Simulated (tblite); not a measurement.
C2H2F (doublet state).
InChI=1S/C2H2F/c1-2-3/h1H2

Computed values, GFN2-xTB/tblite, gas phase, harmonic and unscaled. The method is semi-empirical: single wavenumbers can be off by several per cent or more. Open shells enter through the occupations alone, without spin polarisation, and single modes of such species can be off by tens of per cent.

Harmonic wavenumbers (cm⁻¹): 377.8, 546.9, 839.0, 921.5, 1120.4, 1337.8, 1777.7, 2906.4, 3131.9.

A = 121762, B = 10105, C = 9330 MHz; mass 45.014 u (most abundant isotopes); point group Cs, symmetry number 1; spin multiplicity 2.

Problem. Zero-point energy?

Solution. Half the sum of the wavenumbers: 6480 cm⁻¹ = 77.51 kJ/mol.

Problem. What is S at 200 K and 1 bar for an ideal gas of classical rigid rotors and harmonic oscillators?

Solution. Translation 148.04, rotation 82.32, vibration 3.24, spin (R ln 2) 5.76: S = 239.4 J/(mol K).

Problem. And Cp and H(200 K) − H(0)?

Solution. Cp = 41.96 J/(mol K), of which vibrations give 8.70 (their classical limit is 9 R = 74.8); H(200 K) − H(0) = 7.15 kJ/mol without the zero-point energy, 0.49 from vibrations.

Problem. What must be added to the electronic energy to get the Gibbs energy at 200 K and 1 bar?

Solution. ZPE + [H(200 K) − H(0)] − T·S = 77.51 + 7.15 − 47.87 = 36.79 kJ/mol.

Problem. Which modes carry the vibrational entropy at 200 K?

Solution. 377.8 cm⁻¹: 2.17; 546.9 cm⁻¹: 0.82; 839.0 cm⁻¹: 0.14; 921.5 cm⁻¹: 0.08; 1120.4 cm⁻¹: 0.02; 1337.8 cm⁻¹: 0.01 J/(mol K); the other 3 give 0.00 together.

Hardware: one thread of an Arm Neoverse V2 (shared host). Cost: under 0.1 s of wall time. The figure is for the frequency step alone.
